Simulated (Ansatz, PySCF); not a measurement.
Potential energy curve for SMILES S. The S1–H3 bond (S1 also carries H; H3 carries nothing else) is pulled apart rigidly from the PBE0/def2-TZVP optimised geometry.

Levels of theory: RKS-PBE = Ansatz (an electronic-structure program) with restricted PBE/cc-pVDZ; UKS-PBE = Ansatz with unrestricted PBE/cc-pVDZ; UKS-PBE0 = unrestricted PBE0/cc-pVDZ (PySCF); UCCSD(T) = CCSD(T) on UHF/cc-pVDZ, 5 core orbitals frozen (PySCF).

Energies relative to the lowest point of each curve near equilibrium, in kcal/mol; the last columns give the difference from UCCSD(T):

| R / Å | RKS-PBE | UKS-PBE | UKS-PBE0 | UCCSD(T) | RKS-PBE − UCCSD(T) | UKS-PBE − UCCSD(T) | UKS-PBE0 − UCCSD(T) |
|---|---|---|---|---|---|---|---|
| 1.00 | 77.0 | 77.0 | 75.2 | 75.5 | 1.5 | 1.5 | -0.3 |
| 1.09 | 36.3 | 36.3 | 34.8 | 34.9 | 1.4 | 1.4 | -0.1 |
| 1.13 | 24.5 | 24.5 | 23.1 | 23.2 | 1.3 | 1.3 | 0.0 |
| 1.22 | 7.8 | 7.8 | 6.9 | 6.9 | 0.9 | 0.9 | 0.0 |
| 1.27 | 3.0 | 3.0 | 2.4 | 2.4 | 0.6 | 0.6 | 0.0 |
| 1.31 | 0.9 | 0.9 | 0.6 | 0.6 | 0.4 | 0.4 | 0.0 |
| 1.34 | 0.1 | 0.1 | 0.0 | 0.0 | 0.1 | 0.1 | 0.0 |
| 1.38 | 0.0 | 0.0 | 0.1 | 0.2 | -0.2 | -0.2 | 0.0 |
| 1.42 | 0.7 | 0.7 | 1.2 | 1.2 | -0.5 | -0.5 | 0.0 |
| 1.48 | 3.0 | 3.0 | 3.9 | 4.0 | -0.9 | -0.9 | -0.1 |
| 1.54 | 6.5 | 6.5 | 7.9 | 7.9 | -1.4 | -1.4 | 0.0 |
| 1.65 | 14.6 | 14.6 | 16.9 | 16.7 | -2.1 | -2.1 | 0.2 |
| 1.81 | 28.4 | 28.4 | 32.1 | 31.1 | -2.6 | -2.6 | 1.0 |
| 2.02 | 46.7 | 46.7 | 52.2 | 49.5 | -2.7 | -2.7 | 2.8 |
| 2.19 | 60.3 | 60.3 | 66.9 | 62.0 | -1.7 | -1.7 | 4.8 |
| 2.42 | 76.1 | 75.3 | 78.8 | 75.1 | 1.0 | 0.2 | 3.7 |
| 2.69 | 90.8 | 84.3 | 85.5 | 83.7 | 7.1 | 0.6 | 1.8 |
| 2.92 | 100.4 | 87.9 | 88.2 | 86.6 | 13.8 | 1.4 | 1.6 |
| 3.27 | 111.0 | 90.5 | 90.1 | 87.9 | 23.1 | 2.6 | 2.1 |
| 3.59 | 117.6 | 91.5 | 90.8 | 88.3 | 29.2 | 3.2 | 2.5 |
| 4.06 | 123.5 | 92.1 | 91.1 | 88.5 | 35.0 | 3.7 | 2.7 |
| 4.73 | 127.5 | 92.3 | 91.3 | 88.5 | 38.9 | 3.8 | 2.7 |

RKS-PBE is furthest from UCCSD(T) at 4.73 (38.9 kcal/mol, above); its mean absolute difference over the points is 7.6 kcal/mol.

UKS-PBE is furthest from UCCSD(T) at 4.73 (3.8 kcal/mol, above); its mean absolute difference over the points is 1.5 kcal/mol.

UKS-PBE0 is furthest from UCCSD(T) at 2.19 (4.8 kcal/mol, above); its mean absolute difference over the points is 1.2 kcal/mol.

The restricted form behind RKS-PBE keeps the bonding electrons paired and can't separate into open-shell fragments. The unrestricted determinant behind UKS-PBE is spin-contaminated at 2.42 to 4.73 Å (<S²> up to 1.0, against 0.00 for a pure singlet). The unrestricted determinant behind UKS-PBE0 is spin-contaminated at 2.19 to 4.73 Å (<S²> up to 1.0, against 0.00 for a pure singlet). The unrestricted determinant behind UCCSD(T) is spin-contaminated at 1.81 to 4.73 Å (<S²> up to 1.0, against 0.00 for a pure singlet).
